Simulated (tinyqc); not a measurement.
Geometry optimisation on the UHF/sto-6g surface (energies and gradients from PySCF), for OH+, spin multiplicity 3, step by step. Computed by tinyqc, a small Python program that keeps every step (integrals from PySCF). Settings: charge = 1, multiplicity = 3, basis = sto-6g, optimiser = bfgs, first Hessian = 0.6, largest step = 0.3, iteration cap = 30. Command: `OMP_NUM_THREADS=1 python tinyqc.py 26285 26286 out.jsonl` (the two numbers bound the seeds that draw the settings). One thread of a shared host (Intel(R) Xeon(R) Processor @ 2.60GHz), about 0.7 s of CPU time with the checks.

## Step 1: energy and gradient

positions at the start (bohr):
```
           x         y         z
1O  0.000000  0.000000  0.000000
2H  0.000000  0.000000  1.825475
```

Self-consistent energy and analytic gradient at these positions.

energy = -74.74223573 hartree

gradient (hartree/bohr):
```
             x           y            z
1O  0.00000000  0.00000000   0.13233084
2H  0.00000000  0.00000000  -0.13233084
```

## Step 1: move

Quasi-Newton step p = -H^(-1) g (first H = 0.6 times the unit matrix); steps longer than 0.3 bohr are cut back (factor 0.962 here).

positions after step 1 (bohr):
```
           x         y          z
1O  0.000000  0.000000  -0.212132
2H  0.000000  0.000000   2.037607
```

## Step 2: energy and gradient

As before.

energy = -74.74880047 hartree

gradient (hartree/bohr):
```
             x           y            z
1O  0.00000000  0.00000000  -0.05977723
2H  0.00000000  0.00000000   0.05977723
```

## Step 2: move

inverse Hessian in use (bohr^2/hartree), lower triangle:
```
          1         2         3         4         5         6
1  1.666667
2  0.000000  1.666667
3  0.000000  0.000000  1.385450
4  0.000000  0.000000  0.000000  1.666667
5  0.000000  0.000000  0.000000  0.000000  1.666667
6  0.000000  0.000000  0.281217  0.000000  0.000000  1.385450
```

Quasi-Newton step p = -H^(-1) g (the inverse Hessian comes from BFGS updates; coordinates in the order x, y, z of each atom); steps longer than 0.3 bohr are cut back.

positions after step 2 (bohr):
```
           x         y          z
1O  0.000000  0.000000  -0.146124
2H  0.000000  0.000000   1.971599
```

## Convergence

Stop when the largest gradient component is below 3e-5 hartree/bohr. The inverse Hessian follows the BFGS update with s = step, y = change of gradient.

Course of the optimisation:
```
step   E (hartree)  largest gradient (hartree/bohr)
1     -74.74223573                         1.32e-01
2     -74.74880047                         5.98e-02
3     -74.75456348                         2.48e-02
4     -74.75528580                         1.12e-02
5     -74.75543017                         1.17e-03
6     -74.75543186                         4.82e-05
7     -74.75543186                         2.20e-07
```

Final distances (angstrom):
```
pair   distance
2H-1O  1.084938
```

Converged in 7 steps.
